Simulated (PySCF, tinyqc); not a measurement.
Inside a calculation (part 1 of 2). Method: RHF in the sto-6g basis, for HF, spin multiplicity 1. The lowest restricted solution is unstable here: a spin-polarised one lies 0.0028 hartree lower (PySCF). Computed by tinyqc, a small Python program that keeps every step (integrals from PySCF). Settings: charge = 0, multiplicity = 1, basis = sto-6g, energy threshold = 1e-08, iteration cap = 64, orthogonalisation = symmetric, start = random, DIIS depth = 4, method = RHF. Command: `OMP_NUM_THREADS=1 python tinyqc.py 31455 31456 out.jsonl` (the two numbers bound the seeds that draw the settings). One thread of a shared host (Intel(R) Xeon(R) Processor @ 2.60GHz), about 0.08 s of CPU time with the checks. Later iterations appear only in the table of the cycle.

## One-electron integrals

Geometry (angstrom):
```
atom         x         y         z
F     0.000000  0.000000  0.000000
H     0.000000  0.000000  1.251000
```

Basis sto-6g: exponents (1/bohr^2) and contraction coefficients of normalised primitives:
```
element  l (shell)     exponent  coefficient
F            s (1)  1728.626574     0.009164
F            s (1)   316.941790     0.049361
F            s (1)    88.668891     0.168538
F            s (1)    30.460157     0.370563
F            s (1)    11.828570     0.416492
F            s (1)     4.871659     0.130334
F            s (2)    67.032281    -0.013253
F            s (2)    13.267438    -0.046992
F            s (2)     4.123510    -0.033785
F            s (2)     1.586463     0.250242
F            s (2)     0.689002     0.595117
F            s (2)     0.315820     0.240706
F            p (3)    67.032281     0.003760
F            p (3)    13.267438     0.037679
F            p (3)     4.123510     0.173897
F            p (3)     1.586463     0.418036
F            p (3)     0.689002     0.425860
F            p (3)     0.315820     0.101708
H            s (1)    35.523221     0.009164
H            s (1)     6.513144     0.049361
H            s (1)     1.822143     0.168538
H            s (1)     0.625955     0.370563
H            s (1)     0.243077     0.416492
H            s (1)     0.100112     0.130334
```

Overlap, kinetic and nuclear-attraction integrals over the contracted functions; the nuclear repulsion is the sum of Za Zb / Rab.

nuclear repulsion = 3.80703029 hartree

overlap S:
```
           1F 1s     1F 2s    1F 2px    1F 2py    1F 2pz     2H 1s
1F 1s   1.000000  0.232479  0.000000  0.000000  0.000000  0.023374
1F 2s   0.232479  1.000000  0.000000  0.000000  0.000000  0.262703
1F 2px  0.000000  0.000000  1.000000  0.000000  0.000000  0.000000
1F 2py  0.000000  0.000000  0.000000  1.000000  0.000000  0.000000
1F 2pz  0.000000  0.000000  0.000000  0.000000  1.000000  0.228146
2H 1s   0.023374  0.262703  0.000000  0.000000  0.228146  1.000000
```

kinetic energy T (hartree):
```
            1F 1s      1F 2s    1F 2px    1F 2py    1F 2pz      2H 1s
1F 1s   37.397730  -1.143349  0.000000  0.000000  0.000000  -0.005536
1F 2s   -1.143349   1.082297  0.000000  0.000000  0.000000   0.014056
1F 2px   0.000000   0.000000  3.251325  0.000000  0.000000   0.000000
1F 2py   0.000000   0.000000  0.000000  3.251325  0.000000   0.000000
1F 2pz   0.000000   0.000000  0.000000  0.000000  3.251325   0.080842
2H 1s   -0.005536   0.014056  0.000000  0.000000  0.080842   0.768522
```

nuclear attraction V (hartree):
```
             1F 1s       1F 2s      1F 2px      1F 2py      1F 2pz      2H 1s
1F 1s   -78.245455   -7.964050    0.000000    0.000000   -0.008557  -0.915913
1F 2s    -7.964050  -11.898144    0.000000    0.000000   -0.100766  -2.207448
1F 2px    0.000000    0.000000  -11.880484    0.000000    0.000000   0.000000
1F 2py    0.000000    0.000000    0.000000  -11.880484    0.000000   0.000000
1F 2pz   -0.008557   -0.100766    0.000000    0.000000  -11.931946  -1.658232
2H 1s    -0.915913   -2.207448    0.000000    0.000000   -1.658232  -5.004021
```

core Hamiltonian H = T + V (hartree):
```
             1F 1s       1F 2s     1F 2px     1F 2py     1F 2pz      2H 1s
1F 1s   -40.847726   -9.107399   0.000000   0.000000  -0.008557  -0.921449
1F 2s    -9.107399  -10.815848   0.000000   0.000000  -0.100766  -2.193392
1F 2px    0.000000    0.000000  -8.629158   0.000000   0.000000   0.000000
1F 2py    0.000000    0.000000   0.000000  -8.629158   0.000000   0.000000
1F 2pz   -0.008557   -0.100766   0.000000   0.000000  -8.680620  -1.577391
2H 1s    -0.921449   -2.193392   0.000000   0.000000  -1.577391  -4.235499
```

## Two-electron integrals

Functions are numbered as in S; the eight-fold symmetry (ij|kl) = (ji|kl) = (kl|ij) leaves the list below.

Two-electron integrals (ij|kl) in chemists' order, unique and non-zero (hartree):
```
(11|11) 5.406240   (21|11) 0.768129   (21|21) 0.138909   (22|11) 1.266271
(22|21) 0.283987   (22|22) 0.926367   (31|31) 0.029452   (32|31) 0.044681
(32|32) 0.204753   (33|11) 1.266273   (33|21) 0.283987   (33|22) 0.926366
(33|33) 0.998085   (41|41) 0.029452   (42|41) 0.044681   (42|42) 0.204753
(43|43) 0.053789   (44|11) 1.266273   (44|21) 0.283987   (44|22) 0.926366
(44|33) 0.890506   (44|44) 0.998085   (51|51) 0.029452   (52|51) 0.044681
(52|52) 0.204753   (53|53) 0.053789   (54|54) 0.053789   (55|11) 1.266273
(55|21) 0.283987   (55|22) 0.926366   (55|33) 0.890506   (55|44) 0.890506
(55|55) 0.998085   (61|11) 0.082100   (61|21) 0.014244   (61|22) 0.028527
(61|33) 0.028480   (61|44) 0.028480   (61|51) 0.000620   (61|52) 0.001218
(61|55) 0.028622   (61|61) 0.001485   (62|11) 0.224855   (62|21) 0.051267
(62|22) 0.188711   (62|33) 0.185991   (62|44) 0.185991   (62|51) 0.003730
(62|52) 0.029043   (62|55) 0.194151   (62|61) 0.005268   (62|62) 0.049393
(63|31) 0.005465   (63|32) 0.032063   (63|53) 0.005964   (63|63) 0.006936
(64|41) 0.005465   (64|42) 0.032063   (64|54) 0.005964   (64|64) 0.006936
(65|11) 0.161156   (65|21) 0.037235   (65|22) 0.146408   (65|33) 0.140465
(65|44) 0.140465   (65|51) 0.007749   (65|52) 0.052692   (65|55) 0.158296
(65|61) 0.003976   (65|62) 0.047026   (65|65) 0.051221   (66|11) 0.418126
(66|21) 0.097098   (66|22) 0.411982   (66|33) 0.399711   (66|44) 0.399711
(66|51) 0.007908   (66|52) 0.087622   (66|55) 0.436524   (66|61) 0.010022
(66|62) 0.146363   (66|65) 0.161132   (66|66) 0.774999
```

## Orthogonalisation

S = U s U^T; symmetric (Loewdin) form X = U s^(-1/2) U^T, so that X^T S X = 1.

eigenvalues of S: 0.613415  0.855669  1.000000  1.000000  1.123862  1.407053

X:
```
            1F 1s      1F 2s    1F 2px    1F 2py     1F 2pz      2H 1s
1F 1s    1.021513  -0.123596  0.000000  0.000000  -0.002749   0.013093
1F 2s   -0.123596   1.050913  0.000000  0.000000   0.025288  -0.145256
1F 2px   0.000000   0.000000  1.000000  0.000000   0.000000   0.000000
1F 2py   0.000000   0.000000  0.000000  1.000000   0.000000   0.000000
1F 2pz  -0.002749   0.025288  0.000000  0.000000   1.021454  -0.123715
2H 1s    0.013093  -0.145256  0.000000  0.000000  -0.123715   1.050291
```

## Starting guess

The start is random orthonormal orbitals; D = 2 C_occ C_occ^T.

D at the start:
```
            1F 1s      1F 2s    1F 2px     1F 2py     1F 2pz      2H 1s
1F 1s    2.081372  -0.553093  0.173557  -0.150881  -0.103141   0.015793
1F 2s   -0.553093   2.245652  0.175206  -0.152315   0.058232  -0.695678
1F 2px   0.173557   0.175206  1.175123   0.717104   0.391705   0.356684
1F 2py  -0.150881  -0.152315  0.717104   1.376588  -0.340527  -0.310082
1F 2pz  -0.103141   0.058232  0.391705  -0.340527   1.932636  -0.689407
2H 1s    0.015793  -0.695678  0.356684  -0.310082  -0.689407   2.125141
```

## Iteration 1: building the Fock matrix

J_ij = sum D_kl (ij|kl), K_ij = sum D_kl (ik|jl); F = H + J - 0.5 K; E = tr D H + tr D J / 2 - 0.25 tr D K + E_nn.

Coulomb J (hartree):
```
            1F 1s      1F 2s    1F 2px     1F 2py     1F 2pz      2H 1s
1F 1s   19.280825   3.440462  0.029778  -0.025888   0.000080   0.355721
1F 2s    3.440462   8.967871  0.110130  -0.095741   0.087816   1.865154
1F 2px   0.029778   0.110130  8.919382   0.077145   0.046394   0.022753
1F 2py  -0.025888  -0.095741  0.077145   8.941055  -0.040332  -0.019780
1F 2pz   0.000080   0.087816  0.046394  -0.040332   9.043173   1.498409
2H 1s    0.355721   1.865154  0.022753  -0.019780   1.498409   4.781682
```

exchange K (hartree):
```
            1F 1s      1F 2s    1F 2px     1F 2py     1F 2pz      2H 1s
1F 1s   10.831794   1.615718  0.294575  -0.256087  -0.155324   0.116903
1F 2s    1.615718   2.777436  0.332998  -0.289491  -0.159680   0.498056
1F 2px   0.294575   0.332998  1.784631   0.677158   0.422114   0.246497
1F 2py  -0.256087  -0.289491  0.677158   1.974873  -0.366963  -0.214292
1F 2pz  -0.155324  -0.159680  0.422114  -0.366963   2.355391   0.308233
2H 1s    0.116903   0.498056  0.246497  -0.214292   0.308233   1.451013
```

Fock matrix F (hartree):
```
             1F 1s      1F 2s     1F 2px     1F 2py     1F 2pz      2H 1s
1F 1s   -26.982798  -6.474796  -0.117509   0.102156   0.069185  -0.624180
1F 2s    -6.474796  -3.236695  -0.056369   0.049004   0.066891  -0.577266
1F 2px   -0.117509  -0.056369  -0.602092  -0.261434  -0.164663  -0.100496
1F 2py    0.102156   0.049004  -0.261434  -0.675540   0.143149   0.087366
1F 2pz    0.069185   0.066891  -0.164663   0.143149  -0.815143  -0.233098
2H 1s    -0.624180  -0.577266  -0.100496   0.087366  -0.233098  -0.179323
```

total energy of this density = -96.91247817 hartree

## Iteration 1: diagonalisation and new density

Diagonalise F' = X^T F X, C = X C', fill 5 alpha and 5 beta electrons from the bottom; D = 2 C_occ C_occ^T. Each column has its largest component positive (the first on a tie).

F' = X^T F X (hartree):
```
            1          2          3          4          5          6
1  -26.585959  -3.145676  -0.113933   0.099047   0.049454  -0.050931
2   -3.145676  -2.150493  -0.034282   0.029803   0.085284  -0.223051
3   -0.113933  -0.034282  -0.602092  -0.261434  -0.156865  -0.078529
4    0.099047   0.029803  -0.261434  -0.675540   0.136370   0.068269
5    0.049454   0.085284  -0.156865   0.136370  -0.789446  -0.151278
6   -0.050931  -0.223051  -0.078529   0.068269  -0.151278  -0.036853
```

orbital energies (hartree): MO1 -26.985688, MO2 -1.782607, MO3 -0.912286, MO4 -0.902817, MO5 -0.287949, MO6 0.030963

coefficients C:
```
              MO1        MO2        MO3       MO4        MO5        MO6
1F 1s    0.997895  -0.247692  -0.005440  0.000000   0.008442   0.041197
1F 2s    0.009005   1.030217   0.013005  0.000000  -0.075925  -0.272161
1F 2px   0.004405   0.014138   0.292744  0.656085   0.684424  -0.123283
1F 2py  -0.003829  -0.012291  -0.254496  0.754687  -0.595001   0.107175
1F 2pz  -0.002177  -0.046899   0.892478  0.000000  -0.430242  -0.274759
2H 1s   -0.001922  -0.013339   0.102385  0.000000   0.146072   1.052466
```

D after iteration 1:
```
            1F 1s      1F 2s     1F 2px     1F 2py     1F 2pz      2H 1s
1F 1s    2.114495  -0.493804   0.010158  -0.008831   0.001914   0.004124
1F 2s   -0.493804   2.134723  -0.067106   0.058338  -0.008126  -0.047036
1F 2px   0.010158  -0.067106   1.969603   0.026426  -0.067746   0.259502
1F 2py  -0.008831   0.058338   0.026426   1.977027   0.058895  -0.225597
1F 2pz   0.001914  -0.008126  -0.067746   0.058895   1.967658   0.058319
2H 1s    0.004124  -0.047036   0.259502  -0.225597   0.058319   0.064003
```

## Iteration 2: building the Fock matrix

As before.

Coulomb J (hartree):
```
            1F 1s      1F 2s     1F 2px    1F 2py     1F 2pz      2H 1s
1F 1s   20.890176   3.778684  -0.002562  0.002227   0.000451   0.389752
1F 2s    3.778684   9.879316  -0.009932  0.008634   0.005875   1.953523
1F 2px  -0.002562  -0.009932   9.877895  0.002843  -0.004192  -0.001400
1F 2py   0.002227   0.008634   0.002843  9.878693   0.003645   0.001217
1F 2pz   0.000451   0.005875  -0.004192  0.003645   9.881355   1.493434
2H 1s    0.389752   1.953523  -0.001400  0.001217   1.493434   4.157456
```

exchange K (hartree):
```
            1F 1s      1F 2s     1F 2px     1F 2py     1F 2pz      2H 1s
1F 1s   11.143082   1.798671  -0.000085   0.000074   0.001043   0.200015
1F 2s    1.798671   3.190978  -0.015980   0.013893   0.000759   0.618371
1F 2px  -0.000085  -0.015980   2.631420   0.024954  -0.025974   0.081318
1F 2py   0.000074   0.013893   0.024954   2.638431   0.022580  -0.070693
1F 2pz   0.001043   0.000759  -0.025974   0.022580   2.648264   0.426415
2H 1s    0.200015   0.618371   0.081318  -0.070693   0.426415   0.285498
```

Fock matrix F (hartree):
```
             1F 1s      1F 2s     1F 2px     1F 2py     1F 2pz      2H 1s
1F 1s   -25.529090  -6.228050  -0.002520   0.002190  -0.008628  -0.631705
1F 2s    -6.228050  -2.532021  -0.001942   0.001688  -0.095270  -0.549055
1F 2px   -0.002520  -0.001942  -0.066974  -0.009634   0.008794  -0.042059
1F 2py    0.002190   0.001688  -0.009634  -0.069680  -0.007645   0.036564
1F 2pz   -0.008628  -0.095270   0.008794  -0.007645  -0.123397  -0.297164
2H 1s    -0.631705  -0.549055  -0.042059   0.036564  -0.297164  -0.220792
```

total energy of this density = -99.01656236 hartree

## Iteration 2: DIIS over 2 matrices

error matrix X^T (FDS - SDF) X:
```
           1          2          3         4          5          6
1   0.000000  -0.004214  -0.001971  0.001714  -0.007946   0.008278
2   0.004214   0.000000  -0.021759  0.018916   0.025208   0.237338
3   0.001971   0.021759   0.000000  0.000000   0.052827   0.068293
4  -0.001714  -0.018916   0.000000  0.000000  -0.045925  -0.059370
5   0.007946  -0.025208  -0.052827  0.045925   0.000000   0.497103
6  -0.008278  -0.237338  -0.068293  0.059370  -0.497103   0.000000
```

B (overlaps of the stored error matrices):
```
               1              2
1  1.5819935e+02  4.6180854e-01
2  4.6180854e-01  6.3630554e-01
```

Minimise |sum c_i e_i|^2 with sum c_i = 1: solve [B -1; -1 0][c; lambda] = [0; -1] with B_ij = tr e_i^T e_j, and take F = sum c_i F_i.

DIIS coefficients: 0.001105  0.998895

extrapolated F (hartree):
```
             1F 1s      1F 2s     1F 2px     1F 2py     1F 2pz      2H 1s
1F 1s   -25.530697  -6.228323  -0.002647   0.002301  -0.008542  -0.631696
1F 2s    -6.228323  -2.532799  -0.002002   0.001740  -0.095091  -0.549086
1F 2px   -0.002647  -0.002002  -0.067565  -0.009912   0.008603  -0.042124
1F 2py    0.002301   0.001740  -0.009912  -0.070350  -0.007479   0.036620
1F 2pz   -0.008542  -0.095091   0.008603  -0.007479  -0.124162  -0.297093
2H 1s    -0.631696  -0.549086  -0.042124   0.036620  -0.297093  -0.220746
```

## Iteration 2: diagonalisation and new density

As before.

F' = X^T F X (hartree):
```
            1          2          3          4          5          6
1  -25.122154  -3.151134  -0.003031   0.002635  -0.012376  -0.060382
2   -3.151134  -1.431902   0.004560  -0.003964  -0.038251  -0.270597
3   -0.003031   0.004560  -0.067565  -0.009912   0.013955  -0.045050
4    0.002635  -0.003964  -0.009912  -0.070350  -0.012132   0.039164
5   -0.012376  -0.038251   0.013955  -0.012132  -0.060643  -0.280544
6   -0.060382  -0.270597  -0.045050   0.039164  -0.280544  -0.055553
```

orbital energies (hartree): MO1 -25.534502, MO2 -1.096916, MO3 -0.285704, MO4 -0.078967, MO5 -0.066505, MO6 0.254428

coefficients C:
```
              MO1        MO2        MO3       MO4        MO5        MO6
1F 1s    0.996900  -0.242015   0.068817  0.000000   0.001672   0.042719
1F 2s    0.013203   0.976698  -0.344179  0.000000  -0.016134  -0.261916
1F 2px   0.000101   0.005687   0.084914  0.656085   0.737475  -0.135798
1F 2py  -0.000088  -0.004944  -0.073820  0.754687  -0.641121   0.118056
1F 2pz   0.000824   0.099486   0.660126  0.000000  -0.215460  -0.753150
2H 1s   -0.002019   0.129253   0.603944  0.000000   0.088967   0.866206
```

D after iteration 2:
```
            1F 1s      1F 2s     1F 2px     1F 2py     1F 2pz      2H 1s
1F 1s    2.114239  -0.493851   0.011602  -0.010087   0.043623   0.016833
1F 2s   -0.493851   2.145667  -0.071135   0.061841  -0.253092  -0.166171
1F 2px   0.011602  -0.071135   1.963118   0.032063  -0.204553   0.235258
1F 2py  -0.010087   0.061841   0.032063   1.972126   0.177827  -0.204521
1F 2pz   0.043623  -0.253092  -0.204553   0.177827   0.984174   0.784735
2H 1s    0.016833  -0.166171   0.235258  -0.204521   0.784735   0.778749
```

## Iteration 3: building the Fock matrix

As before.

Coulomb J (hartree):
```
            1F 1s      1F 2s     1F 2px    1F 2py     1F 2pz      2H 1s
1F 1s   20.124300   3.610695  -0.003102  0.002697  -0.002945   0.372745
1F 2s    3.610695   9.430420  -0.013008  0.011308   0.041579   1.909844
1F 2px  -0.003102  -0.013008   9.447218  0.003449  -0.019199  -0.003611
1F 2py   0.002697   0.011308   0.003449  9.448187   0.016691   0.003139
1F 2pz  -0.002945   0.041579  -0.019199  0.016691   9.395851   1.491022
2H 1s    0.372745   1.909844  -0.003611  0.003139   1.491022   4.439119
```

exchange K (hartree):
```
            1F 1s      1F 2s     1F 2px     1F 2py     1F 2pz      2H 1s
1F 1s   11.114503   1.757957  -0.000361   0.000314   0.001312   0.198507
1F 2s    1.757957   3.031188  -0.025350   0.022038  -0.070077   0.675625
1F 2px  -0.000361  -0.025350   2.580135   0.030277  -0.158709   0.050597
1F 2py   0.000314   0.022038   0.030277   2.588641   0.137974  -0.043986
1F 2pz   0.001312  -0.070077  -0.158709   0.137974   1.922509   0.665616
2H 1s    0.198507   0.675625   0.050597  -0.043986   0.665616   0.966281
```

Fock matrix F (hartree):
```
             1F 1s      1F 2s     1F 2px     1F 2py     1F 2pz      2H 1s
1F 1s   -26.280677  -6.375682  -0.002922   0.002540  -0.012158  -0.647957
1F 2s    -6.375682  -2.901022  -0.000332   0.000289  -0.024148  -0.621360
1F 2px   -0.002922  -0.000332  -0.472008  -0.011689   0.060156  -0.028910
1F 2py    0.002540   0.000289  -0.011689  -0.475292  -0.052296   0.025133
1F 2pz   -0.012158  -0.024148   0.060156  -0.052296  -0.246024  -0.419177
2H 1s    -0.647957  -0.621360  -0.028910   0.025133  -0.419177  -0.279520
```

total energy of this density = -99.41559873 hartree

## Iteration 3: DIIS over 3 matrices

error matrix X^T (FDS - SDF) X:
```
           1          2          3          4          5          6
1   0.000000  -0.001273   0.000600  -0.000522  -0.002540   0.003101
2   0.001273   0.000000  -0.016909   0.014700  -0.032873   0.035181
3  -0.000600   0.016909   0.000000   0.000000   0.049256  -0.057810
4   0.000522  -0.014700   0.000000   0.000000  -0.042821   0.050257
5   0.002540   0.032873  -0.049256   0.042821   0.000000  -0.009910
6  -0.003101  -0.035181   0.057810  -0.050257   0.009910   0.000000
```

B (overlaps of the stored error matrices):
```
               1              2              3
1  1.5819935e+02  4.6180854e-01  7.6004545e-02
2  4.6180854e-01  6.3630554e-01  1.8534834e-03
3  7.6004545e-02  1.8534834e-03  2.6128811e-02
```

As before.

DIIS coefficients: -0.000412  0.037108  0.963304

extrapolated F (hartree):
```
             1F 1s      1F 2s     1F 2px     1F 2py     1F 2pz      2H 1s
1F 1s   -26.252498  -6.370163  -0.002860   0.002486  -0.012061  -0.647364
1F 2s    -6.370163  -2.887191  -0.000369   0.000321  -0.026825  -0.618695
1F 2px   -0.002860  -0.000369  -0.456924  -0.011510   0.058342  -0.029368
1F 2py    0.002486   0.000321  -0.011510  -0.460158  -0.050720   0.025531
1F 2pz   -0.012061  -0.026825   0.058342  -0.050720  -0.241239  -0.414726
2H 1s    -0.647364  -0.618695  -0.029368   0.025531  -0.414726  -0.277382
```
